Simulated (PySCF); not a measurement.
Structure problem from calculated spectra and properties.

Formula: C4H4F2.

- 13C NMR: chemical shifts (computed TMS as zero) by class: 159.8 (1 C), 95.6 (1 C), 78.2 (1 C), 22.6 (1 C) ppm [GIAO PBE0/pcSseg-1]
- UV, strongest line: among the 10 lowest singlet transitions: S10 at 9.44 eV (131 nm, f = 0.120) [TDDFT CAM-B3LYP/def2-SVPD]
- Valence photoelectron: vertical ionisation energy: 10.77 eV [ΔSCF CAM-B3LYP/def2-SVPD]
- Couplings: largest of the computed one-bond spin–spin couplings (means over like bonds): 19F–13C -525.4, 19F–13C -309.0, 13C–1H +236.4, 13C–1H +134.7 (×3), 13C–13C +61.9, 13C–13C +60.7, 13C–13C +29.5, 13C–13C +14.8 Hz [B3LYP/pcJ-1, spin–dipole term left out for some pairs]
- Polarisability: 46.4 au [CAM-B3LYP/def2-SVPD]
- Rotational structure: rotational constants A, B, C: 5.915, 2.673, 2.506 GHz [PBE0-D3(BJ)/def2-SVP]
- Triplet: lowest triplet excitation (Tamm–Dancoff): 4.97 eV [TDA CAM-B3LYP/def2-SVPD]

Gas-phase values; electronic properties from PySCF, density fitting. Levels stand in brackets. Geometry: PBE0-D3(BJ)/def2-SVP; no solvent, vibrations or thermal averaging. NMR classes are plain means over equivalent atoms (diastereotopic ones count apart unless rotation or inversion swaps them), as if these changed places fast.

Question: Give a SMILES that accounts for the data.

Answer: Numbering: `[CH3:1][C@@:2]1([F:3])[CH:4]=[C:5]1[F:6]`. Its formula, C4H4F2, gives 2 degrees of unsaturation: 1 ring and 1 π bond in the structure found. 4 carbons fall into 4 classes; from least to most shielded: vinylic C–F carbon [C5] (159.8 ppm), alkene CH carbon [C4] (95.6 ppm), sp3 C–F carbon [C2] (78.2 ppm), methyl carbon [C1] (22.6 ppm). The couplings run between: -525.4 Hz, vinyl fluorine [F6] and vinylic C–F carbon [C5]; -309.0 Hz, alkyl fluorine [F3] and sp3 C–F carbon [C2]; +236.4 Hz, alkene CH carbon [C4] and its hydrogen; +134.7 Hz, methyl carbon [C1] and its hydrogen (with 2 like pairs); +61.9 Hz, alkene CH carbon [C4] and vinylic C–F carbon [C5]; +60.7 Hz, methyl carbon [C1] and sp3 C–F carbon [C2]; +29.5 Hz, sp3 C–F carbon [C2] and vinylic C–F carbon [C5]; +14.8 Hz, sp3 C–F carbon [C2] and alkene CH carbon [C4]. The first electron is taken from the HOMO, whose largest Löwdin shares are 0.34 on the alkene CH carbon, 0.27 on the vinylic C–F carbon, 0.12 on the vinyl fluorine and 0.08 on the sp3 C–F carbon. The optimised geometry has point group C1 and is an asymmetric top. Structure: `C[C@@]1(F)C=C1F`. Computed isomers that give other values at the same levels: `F[C@@H]1C=C[C@H]1F` (rotational constant A: 5.677 GHz; this holds for the one conformer computed); `FCC#CCF` (rotational constant A: 15.973 GHz; this holds for the one conformer computed); `FC(F)C1=CC1` (rotational constant A: 7.109 GHz; this holds for the one conformer computed). The assignments are read from this structure; whether some other isomer fits the data as well wasn't checked. The mirror image fits equally.
